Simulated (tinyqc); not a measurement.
Inside a calculation (part 1 of 2). Method: RHF in the sto-3g basis, for H2F+, spin multiplicity 1. Computed by tinyqc, a small Python program that keeps every step (integrals from PySCF). Settings: charge = 1, multiplicity = 1, basis = sto-3g, energy threshold = 1e-10, iteration cap = 50, orthogonalisation = symmetric, start = Wolfsberg-Helmholz matrix, DIIS depth = 4, DIIS from iteration = 2, method = RHF. Command: `OMP_NUM_THREADS=1 python tinyqc.py 25223 25224 out.jsonl` (the two numbers bound the seeds that draw the settings). One thread of a shared host (Intel(R) Xeon(R) Processor @ 2.60GHz), about 0.05 s of CPU time with the checks. Later iterations appear only in the table of the cycle.

## One-electron integrals

Geometry (angstrom):
```
atom         x          y         z
F     0.000000   0.000000  0.000000
H     0.000000   0.825000  0.472000
H     0.000000  -0.906000  0.518000
```

Basis sto-3g: exponents (1/bohr^2) and contraction coefficients of normalised primitives:
```
element  l (shell)    exponent  coefficient
F            s (1)  166.679130     0.154329
F            s (1)   30.360812     0.535328
F            s (1)    8.216821     0.444635
F            s (2)    6.464803    -0.099967
F            s (2)    1.502281     0.399513
F            s (2)    0.488588     0.700115
F            p (3)    6.464803     0.155916
F            p (3)    1.502281     0.607684
F            p (3)    0.488588     0.391957
H            s (1)    3.425251     0.154329
H            s (1)    0.623914     0.535328
H            s (1)    0.168855     0.444635
```

Overlap, kinetic and nuclear-attraction integrals over the contracted functions; the nuclear repulsion is the sum of Za Zb / Rab.

nuclear repulsion = 9.87983053 hartree

overlap S, order 1F 1s, 1F 2s, 1F 2px, 1F 2py, 1F 2pz, 2H 1s, 3H 1s:
```
[[1.000000, 0.237990, 0.000000, 0.000000, 0.000000, 0.045686, 0.036539],
 [0.237990, 1.000000, 0.000000, 0.000000, 0.000000, 0.426719, 0.368562],
 [0.000000, 0.000000, 1.000000, 0.000000, 0.000000, 0.000000, 0.000000],
 [0.000000, 0.000000, 0.000000, 1.000000, 0.000000, 0.292970, -0.263546],
 [0.000000, 0.000000, 0.000000, 0.000000, 1.000000, 0.167614, 0.150681],
 [0.045686, 0.426719, 0.000000, 0.292970, 0.167614, 1.000000, 0.182319],
 [0.036539, 0.368562, 0.000000, -0.263546, 0.150681, 0.182319, 1.000000]]
```

kinetic energy T (hartree), order 1F 1s, 1F 2s, 1F 2px, 1F 2py, 1F 2pz, 2H 1s, 3H 1s:
```
[[36.984577, -0.212858, 0.000000, 0.000000, 0.000000, -0.002082, -0.006265],
 [-0.212858, 1.037995, 0.000000, 0.000000, 0.000000, 0.111381, 0.070782],
 [0.000000, 0.000000, 3.248015, 0.000000, 0.000000, 0.000000, 0.000000],
 [0.000000, 0.000000, 0.000000, 3.248015, 0.000000, 0.215867, -0.160366],
 [0.000000, 0.000000, 0.000000, 0.000000, 3.248015, 0.123502, 0.091688],
 [-0.002082, 0.111381, 0.000000, 0.215867, 0.123502, 0.760032, -0.003904],
 [-0.006265, 0.070782, 0.000000, -0.160366, 0.091688, -0.003904, 0.760032]]
```

nuclear attraction V (hartree), order 1F 1s, 1F 2s, 1F 2px, 1F 2py, 1F 2pz, 2H 1s, 3H 1s:
```
[[-78.073383, -9.429983, 0.000000, -0.002073, -0.012730, -1.863096, -1.485953],
 [-9.429983, -12.600160, 0.000000, -0.022927, -0.154705, -4.146886, -3.485104],
 [0.000000, 0.000000, -12.442954, 0.000000, 0.000000, 0.000000, 0.000000],
 [-0.002073, -0.022927, 0.000000, -12.587625, -0.009788, -2.489571, 2.153366],
 [-0.012730, -0.154705, 0.000000, -0.009788, -12.490281, -1.466441, -1.271402],
 [-1.863096, -4.146886, 0.000000, -2.489571, -1.466441, -6.355466, -1.290907],
 [-1.485953, -3.485104, 0.000000, 2.153366, -1.271402, -1.290907, -5.977135]]
```

core Hamiltonian H = T + V (hartree), order 1F 1s, 1F 2s, 1F 2px, 1F 2py, 1F 2pz, 2H 1s, 3H 1s:
```
[[-41.088807, -9.642841, 0.000000, -0.002073, -0.012730, -1.865178, -1.492219],
 [-9.642841, -11.562165, 0.000000, -0.022927, -0.154705, -4.035506, -3.414322],
 [0.000000, 0.000000, -9.194939, 0.000000, 0.000000, 0.000000, 0.000000],
 [-0.002073, -0.022927, 0.000000, -9.339610, -0.009788, -2.273704, 1.993000],
 [-0.012730, -0.154705, 0.000000, -0.009788, -9.242266, -1.342939, -1.179714],
 [-1.865178, -4.035506, 0.000000, -2.273704, -1.342939, -5.595434, -1.294811],
 [-1.492219, -3.414322, 0.000000, 1.993000, -1.179714, -1.294811, -5.217103]]
```

## Two-electron integrals

Functions are numbered as in S; the eight-fold symmetry (ij|kl) = (ji|kl) = (kl|ij) leaves the list below.

Two-electron integrals (ij|kl) in chemists' order, unique and non-zero (hartree):
```
(11|11) 5.403501    (21|11) 0.841920    (21|21) 0.156299    (22|11) 1.268028
(22|21) 0.292344    (22|22) 0.926167    (31|31) 0.027998    (32|31) 0.043169
(32|32) 0.204588    (33|11) 1.264502    (33|21) 0.292403    (33|22) 0.925959
(33|33) 0.997514    (41|41) 0.027998    (42|41) 0.043169    (42|42) 0.204588
(43|43) 0.053770    (44|11) 1.264502    (44|21) 0.292403    (44|22) 0.925959
(44|33) 0.889973    (44|44) 0.997514    (51|51) 0.027998    (52|51) 0.043169
(52|52) 0.204588    (53|53) 0.053770    (54|54) 0.053770    (55|11) 1.264502
(55|21) 0.292403    (55|22) 0.925959    (55|33) 0.889973    (55|44) 0.889973
(55|55) 0.997514    (61|11) 0.164241    (61|21) 0.030218    (61|22) 0.056109
(61|33) 0.056025    (61|41) 0.001073    (61|42) 0.002005    (61|44) 0.056220
(61|51) 0.000614    (61|52) 0.001147    (61|54) 0.000112    (61|55) 0.056089
(61|61) 0.005902    (62|11) 0.398659    (62|21) 0.093071    (62|22) 0.326980
(62|33) 0.322318    (62|41) 0.005482    (62|42) 0.042050    (62|44) 0.332619
(62|51) 0.003136    (62|52) 0.024058    (62|54) 0.005893    (62|55) 0.325690
(62|61) 0.018233    (62|62) 0.139782    (63|31) 0.009950    (63|32) 0.058171
(63|43) 0.008942    (63|53) 0.005116    (63|63) 0.021160    (64|11) 0.228921
(64|21) 0.054152    (64|22) 0.203722    (64|33) 0.194891    (64|41) 0.012751
(64|42) 0.083179    (64|44) 0.219087    (64|51) 0.001602    (64|52) 0.014308
(64|54) 0.008727    (64|55) 0.196957    (64|61) 0.011074    (64|62) 0.106733
(64|64) 0.102065    (65|11) 0.130971    (65|21) 0.030981    (65|22) 0.116554
(65|33) 0.111501    (65|41) 0.001602    (65|42) 0.014308    (65|44) 0.115113
(65|51) 0.010867    (65|52) 0.066357    (65|54) 0.011008    (65|55) 0.122915
(65|61) 0.006335    (65|62) 0.061064    (65|64) 0.046288    (65|65) 0.047642
(66|11) 0.535360    (66|21) 0.127044    (66|22) 0.513386    (66|33) 0.495424
(66|41) 0.009826    (66|42) 0.104790    (66|44) 0.535565    (66|51) 0.005622
(66|52) 0.059952    (66|54) 0.022966    (66|55) 0.508563    (66|61) 0.025072
(66|62) 0.275444    (66|64) 0.244282    (66|65) 0.139759    (66|66) 0.774606
(71|11) 0.131080    (71|21) 0.024132    (71|22) 0.044862    (71|33) 0.044793
(71|41) -0.000861   (71|42) -0.001614   (71|44) 0.044955    (71|51) 0.000492
(71|52) 0.000923    (71|54) -0.000092   (71|55) 0.044846    (71|61) 0.004644
(71|62) 0.014139    (71|64) 0.007860    (71|65) 0.004918    (71|66) 0.019234
(71|71) 0.003765    (72|11) 0.335016    (72|21) 0.078288    (72|22) 0.277069
(72|33) 0.272996    (72|41) -0.004637   (72|42) -0.036315   (72|44) 0.281999
(72|51) 0.002651    (72|52) 0.020763    (72|54) -0.005148   (72|55) 0.275939
(72|61) 0.014873    (72|62) 0.096632    (72|64) 0.050472    (72|65) 0.041094
(72|66) 0.156274    (72|71) 0.012268    (72|72) 0.102389    (73|31) 0.008159
(73|32) 0.048482    (73|43) -0.007629   (73|53) 0.004362    (73|63) 0.013928
(73|73) 0.015111    (74|11) -0.199051   (74|21) -0.047108   (74|22) -0.178457
(74|33) -0.170847   (74|41) 0.010597    (74|42) 0.070636    (74|44) -0.191658
(74|51) -0.001394   (74|52) -0.012666   (74|54) 0.007537    (74|55) -0.172662
(74|61) -0.008576   (74|62) -0.052931   (74|64) -0.014121   (74|65) -0.022019
(74|66) -0.076984   (74|71) -0.007689   (74|72) -0.080885   (74|74) 0.078526
(75|11) 0.113806    (75|21) 0.026934    (75|22) 0.102032    (75|33) 0.097681
(75|41) -0.001394   (75|42) -0.012666   (75|44) 0.100856    (75|51) 0.008956
(75|52) 0.055724    (75|54) -0.009444   (75|55) 0.107442    (75|61) 0.005333
(75|62) 0.042048    (75|64) 0.021541    (75|65) 0.031588    (75|66) 0.075117
(75|71) 0.004396    (75|72) 0.046245    (75|74) -0.036257   (75|75) 0.035841
(76|11) 0.118725    (76|21) 0.027986    (76|22) 0.107272    (76|33) 0.105445
(76|41) -0.000051   (76|42) -0.000607   (76|44) 0.107742    (76|51) 0.001526
(76|52) 0.014185    (76|54) -0.000123   (76|55) 0.108516    (76|61) 0.005414
(76|62) 0.044878    (76|64) 0.029610    (76|65) 0.022438    (76|66) 0.091684
(76|71) 0.004334    (76|72) 0.039050    (76|74) -0.027249   (76|75) 0.020084
(76|76) 0.017978    (77|11) 0.493545    (77|21) 0.117225    (77|22) 0.478727
(77|33) 0.462475    (77|41) -0.008636   (77|42) -0.095492   (77|44) 0.498814
(77|51) 0.004937    (77|52) 0.054597    (77|54) -0.020777   (77|55) 0.474354
(77|61) 0.022208    (77|62) 0.172571    (77|64) 0.081329    (77|65) 0.080804
(77|66) 0.302870    (77|71) 0.018483    (77|72) 0.227849    (77|74) -0.209208
(77|75) 0.119613    (77|76) 0.091684    (77|77) 0.774606
```

## Orthogonalisation

S = U s U^T; symmetric (Loewdin) form X = U s^(-1/2) U^T, so that X^T S X = 1.

eigenvalues of S: [0.431704, 0.518578, 0.908842, 1.000000, 1.075531, 1.310849, 1.754496]

X, order 1F 1s, 1F 2s, 1F 2px, 1F 2py, 1F 2pz, 2H 1s, 3H 1s:
```
[[1.023884, -0.137855, 0.000000, -0.001333, -0.005621, 0.019983, 0.017217],
 [-0.137855, 1.165553, 0.000000, 0.017153, 0.055979, -0.252805, -0.199612],
 [0.000000, 0.000000, 1.000000, 0.000000, 0.000000, 0.000000, 0.000000],
 [-0.001333, 0.017153, 0.000000, 1.080439, 0.005831, -0.197949, 0.171826],
 [-0.005621, 0.055979, 0.000000, 0.005831, 1.021866, -0.097206, -0.080405],
 [0.019983, -0.252805, 0.000000, -0.197949, -0.097206, 1.150509, -0.072224],
 [0.017217, -0.199612, 0.000000, 0.171826, -0.080405, -0.072224, 1.109954]]
```

## Starting guess

The start is the generalised Wolfsberg-Helmholz matrix (K = 1.75) built on H; D = 2 C_occ C_occ^T.

D at the start, order 1F 1s, 1F 2s, 1F 2px, 1F 2py, 1F 2pz, 2H 1s, 3H 1s:
```
[[2.068975, -0.283916, 0.000000, 0.016813, 0.073455, -0.146320, -0.120786],
 [-0.283916, 1.273880, 0.000000, -0.064626, -0.267721, 0.384653, 0.324463],
 [0.000000, 0.000000, 2.000000, 0.000000, 0.000000, 0.000000, 0.000000],
 [0.016813, -0.064626, 0.000000, 1.537881, -0.018023, 0.315128, -0.320242],
 [0.073455, -0.267721, 0.000000, -0.018023, 1.917374, 0.096084, 0.081507],
 [-0.146320, 0.384653, 0.000000, 0.315128, 0.096084, 0.209229, 0.047430],
 [-0.120786, 0.324463, 0.000000, -0.320242, 0.081507, 0.047430, 0.155036]]
```

## Iteration 1: building the Fock matrix

J_ij = sum D_kl (ij|kl), K_ij = sum D_kl (ik|jl); F = H + J - 0.5 K; E = tr D H + tr D J / 2 - 0.25 tr D K + E_nn.

Coulomb J (hartree), order 1F 1s, 1F 2s, 1F 2px, 1F 2py, 1F 2pz, 2H 1s, 3H 1s:
```
[[20.174783, 3.850492, 0.000000, -0.001495, -0.007629, 0.744019, 0.594529],
 [3.850492, 9.566310, 0.000000, -0.001474, -0.010461, 3.321145, 2.808629],
 [0.000000, 0.000000, 9.552725, 0.000000, 0.000000, 0.000000, 0.000000],
 [-0.001495, -0.001474, 0.000000, 9.560741, 0.002066, 2.050722, -1.791686],
 [-0.007629, -0.010461, 0.000000, 0.002066, 9.559444, 1.173519, 1.024639],
 [0.744019, 3.321145, 0.000000, 2.050722, 1.173519, 5.195194, 1.079797],
 [0.594529, 2.808629, 0.000000, -1.791686, 1.024639, 1.079797, 4.832372]]
```

exchange K (hartree), order 1F 1s, 1F 2s, 1F 2px, 1F 2py, 1F 2pz, 2H 1s, 3H 1s:
```
[[11.016342, 1.948794, 0.000000, 0.001410, 0.007767, 0.385734, 0.308826],
 [1.948794, 2.950532, 0.000000, -0.016779, -0.091996, 1.188466, 1.016207],
 [0.000000, 0.000000, 2.566488, 0.000000, 0.000000, 0.000000, 0.000000],
 [0.001410, -0.016779, 0.000000, 2.438196, -0.000860, 0.678776, -0.612396],
 [0.007767, -0.091996, 0.000000, -0.000860, 2.551382, 0.363990, 0.318610],
 [0.385734, 1.188466, 0.000000, 0.678776, 0.363990, 0.995145, 0.343013],
 [0.308826, 1.016207, 0.000000, -0.612396, 0.318610, 0.343013, 0.783242]]
```

Fock matrix F (hartree), order 1F 1s, 1F 2s, 1F 2px, 1F 2py, 1F 2pz, 2H 1s, 3H 1s:
```
[[-26.422195, -6.766746, 0.000000, -0.004273, -0.024242, -1.314026, -1.052103],
 [-6.766746, -3.471121, 0.000000, -0.016012, -0.119169, -1.308594, -1.113797],
 [0.000000, 0.000000, -0.925458, 0.000000, 0.000000, 0.000000, 0.000000],
 [-0.004273, -0.016012, 0.000000, -0.997968, -0.007292, -0.562370, 0.507512],
 [-0.024242, -0.119169, 0.000000, -0.007292, -0.958513, -0.351415, -0.314380],
 [-1.314026, -1.308594, 0.000000, -0.562370, -0.351415, -0.897813, -0.386520],
 [-1.052103, -1.113797, 0.000000, 0.507512, -0.314380, -0.386520, -0.776352]]
```

total energy of this density = -98.60626406 hartree

## Iteration 1: diagonalisation and new density

Diagonalise F' = X^T F X, C = X C', fill 5 alpha and 5 beta electrons from the bottom; D = 2 C_occ C_occ^T. Each column has its largest component positive (the first on a tie).

F' = X^T F X (hartree):
```
[[-25.934145, -3.475242, 0.000000, -0.007371, -0.041034, -0.176227, -0.115153],
 [-3.475242, -2.031276, 0.000000, 0.021792, 0.015652, -0.587043, -0.479598],
 [0.000000, 0.000000, -0.925458, 0.000000, 0.000000, 0.000000, 0.000000],
 [-0.007371, 0.021792, 0.000000, -0.766993, 0.007433, -0.456961, 0.410136],
 [-0.041034, 0.015652, 0.000000, 0.007433, -0.897857, -0.231902, -0.196591],
 [-0.176227, -0.587043, 0.000000, -0.456961, -0.231902, -0.340005, -0.112647],
 [-0.115153, -0.479598, 0.000000, 0.410136, -0.196591, -0.112647, -0.358502]]
```

orbital energies (hartree): [-26.433050, -1.911032, -1.169076, -0.972753, -0.925458, -0.028237, 0.185369]

coefficients C, order 1F 1s, 1F 2s, 1F 2px, 1F 2py, 1F 2pz, 2H 1s, 3H 1s:
```
[[0.994349, -0.241497, 0.011118, 0.064055, 0.000000, 0.121935, 0.043880],
 [0.024481, 0.889840, -0.056930, -0.299349, 0.000000, -0.720652, -0.283012],
 [0.000000, 0.000000, 0.000000, 0.000000, 1.000000, 0.000000, 0.000000],
 [0.000605, 0.015280, 0.759260, -0.031357, 0.000000, 0.204376, -0.785445],
 [0.002506, 0.113472, 0.024874, 0.924805, 0.000000, -0.417267, -0.142988],
 [-0.005259, 0.148709, 0.314237, 0.124590, 0.000000, 0.514862, 1.019969],
 [-0.004187, 0.119633, -0.308457, 0.143313, 0.000000, 0.938695, -0.549711]]
```

D after iteration 1, order 1F 1s, 1F 2s, 1F 2px, 1F 2py, 1F 2pz, 2H 1s, 3H 1s:
```
[[2.102554, -0.420717, 0.000000, 0.006689, 0.069208, -0.059336, -0.054607],
 [-0.420717, 1.770531, 0.000000, -0.040453, -0.354446, 0.154026, 0.162023],
 [0.000000, 0.000000, 2.000000, 0.000000, 0.000000, 0.000000, 0.000000],
 [0.006689, -0.040453, 0.000000, 1.155385, -0.016756, 0.473900, -0.473734],
 [0.069208, -0.354446, 0.000000, -0.016756, 1.737531, 0.279798, 0.276857],
 [-0.059336, 0.154026, 0.000000, 0.473900, 0.279798, 0.272820, -0.122521],
 [-0.054607, 0.162023, 0.000000, -0.473734, 0.276857, -0.122521, 0.260027]]
```

## Iteration 2: building the Fock matrix

As before.

Coulomb J (hartree), order 1F 1s, 1F 2s, 1F 2px, 1F 2py, 1F 2pz, 2H 1s, 3H 1s:
```
[[20.069657, 3.821287, 0.000000, -0.000348, -0.008705, 0.738459, 0.589994],
 [3.821287, 9.491656, 0.000000, 0.001961, -0.004526, 3.301961, 2.794263],
 [0.000000, 0.000000, 9.490595, 0.000000, 0.000000, 0.000000, 0.000000],
 [-0.000348, 0.001961, 0.000000, 9.472082, 0.001297, 2.040355, -1.784585],
 [-0.008705, -0.004526, 0.000000, 0.001297, 9.485740, 1.171562, 1.024695],
 [0.738459, 3.301961, 0.000000, 2.040355, 1.171562, 5.192433, 1.077508],
 [0.589994, 2.794263, 0.000000, -1.784585, 1.024695, 1.077508, 4.853104]]
```

exchange K (hartree), order 1F 1s, 1F 2s, 1F 2px, 1F 2py, 1F 2pz, 2H 1s, 3H 1s:
```
[[11.053679, 1.910947, 0.000000, 0.000642, 0.002684, 0.385903, 0.309749],
 [1.910947, 3.034693, 0.000000, -0.002046, -0.101552, 1.158899, 0.995463],
 [0.000000, 0.000000, 2.594181, 0.000000, 0.000000, 0.000000, 0.000000],
 [0.000642, -0.002046, 0.000000, 2.234116, 0.002820, 0.697792, -0.638432],
 [0.002684, -0.101552, 0.000000, 0.002820, 2.486113, 0.412505, 0.376138],
 [0.385903, 1.158899, 0.000000, 0.697792, 0.412505, 1.018605, 0.285475],
 [0.309749, 0.995463, 0.000000, -0.638432, 0.376138, 0.285475, 0.854630]]
```

Fock matrix F (hartree), order 1F 1s, 1F 2s, 1F 2px, 1F 2py, 1F 2pz, 2H 1s, 3H 1s:
```
[[-26.545989, -6.777027, 0.000000, -0.002742, -0.022776, -1.319670, -1.057099],
 [-6.777027, -3.587855, 0.000000, -0.019943, -0.108456, -1.312994, -1.117791],
 [0.000000, 0.000000, -1.001434, 0.000000, 0.000000, 0.000000, 0.000000],
 [-0.002742, -0.019943, 0.000000, -0.984586, -0.009901, -0.582245, 0.527630],
 [-0.022776, -0.108456, 0.000000, -0.009901, -0.999582, -0.377630, -0.343088],
 [-1.319670, -1.312994, 0.000000, -0.582245, -0.377630, -0.912304, -0.360041],
 [-1.057099, -1.117791, 0.000000, 0.527630, -0.343088, -0.360041, -0.791314]]
```

total energy of this density = -98.83887679 hartree

## Iteration 2: diagonalisation and new density

As before.

F' = X^T F X (hartree):
```
[[-26.063590, -3.449651, 0.000000, -0.004654, -0.039989, -0.185681, -0.122236],
 [-3.449651, -2.181476, 0.000000, 0.015650, 0.032448, -0.563212, -0.464863],
 [0.000000, 0.000000, -1.001434, 0.000000, 0.000000, 0.000000, 0.000000],
 [-0.004654, 0.015650, 0.000000, -0.738420, 0.004823, -0.476876, 0.431547],
 [-0.039989, 0.032448, 0.000000, 0.004823, -0.929747, -0.258924, -0.227235],
 [-0.185681, -0.563212, 0.000000, -0.476876, -0.258924, -0.353663, -0.084403],
 [-0.122236, -0.464863, 0.000000, 0.431547, -0.227235, -0.084403, -0.370602]]
```

orbital energies (hartree): [-26.555926, -2.011265, -1.189863, -1.038044, -1.001434, -0.030691, 0.188289]

coefficients C, order 1F 1s, 1F 2s, 1F 2px, 1F 2py, 1F 2pz, 2H 1s, 3H 1s:
```
[[0.994600, -0.247525, 0.012074, 0.061479, 0.000000, 0.111700, 0.034214],
 [0.023372, 0.928252, -0.063555, -0.302903, 0.000000, -0.686839, -0.234447],
 [0.000000, 0.000000, 0.000000, 0.000000, 1.000000, 0.000000, 0.000000],
 [0.000506, 0.017813, 0.732010, -0.044763, 0.000000, 0.175225, -0.817020],
 [0.002311, 0.102094, 0.043578, 0.906806, 0.000000, -0.460231, -0.129946],
 [-0.004835, 0.110677, 0.345290, 0.153752, 0.000000, 0.561612, 0.985538],
 [-0.003875, 0.089697, -0.328854, 0.189964, 0.000000, 0.906845, -0.581966]]
```

D after iteration 2, order 1F 1s, 1F 2s, 1F 2px, 1F 2py, 1F 2pz, 2H 1s, 3H 1s:
```
[[2.108847, -0.451818, 0.000000, 0.004362, 0.066607, -0.037166, -0.036696],
 [-0.451818, 1.915974, 0.000000, -0.032835, -0.365242, 0.068213, 0.093061],
 [0.000000, 0.000000, 2.000000, 0.000000, 0.000000, 0.000000, 0.000000],
 [0.004362, -0.032835, 0.000000, 1.076320, -0.013745, 0.495684, -0.495264],
 [0.066607, -0.365242, 0.000000, -0.013745, 1.669249, 0.331516, 0.334156],
 [-0.037166, 0.068213, 0.000000, 0.495684, 0.331516, 0.310275, -0.148793],
 [-0.036696, 0.093061, 0.000000, -0.495264, 0.334156, -0.148793, 0.304583]]
```
